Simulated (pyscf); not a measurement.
A first-order saddle from PySCF, ωB97X-D3(BJ)/def2-SVP:

```
Si
H 1 1.4884
H 1 1.5526 2 111.46
H 3 1.3137 2 146.17 1 -179.97
P 1 2.0520 2 122.73 3 179.99
H 5 1.4289 1 90.14 2 -180.00
```
Charge 0, spin multiplicity 2.

Surface: doublet, charge 0. Lowest wavenumbers (cm⁻¹): 895i, 147, 215, 524, 618.

Q: Name the species on either side of this saddle.

A: H₂Si=PH + H• ⇌ [HSi=PH]• + H₂, a hydrogen abstraction read from left to right: H–Si broken and H–H formed. At ωB97M-D3(BJ)/def2-TZVP it lies +3.9 kcal/mol from the left side and +21.9 kcal/mol from the right (each side as separated species at their lowest minima found). [HSi=PH]• lies 5.2 kcal/mol over its isomer H₂Si=P•, and others may lie lower still (electronic energy, ωB97M-D3(BJ)). One saddle was located; it need not be the lowest between these sides. The angle at the transferred H is 180°.
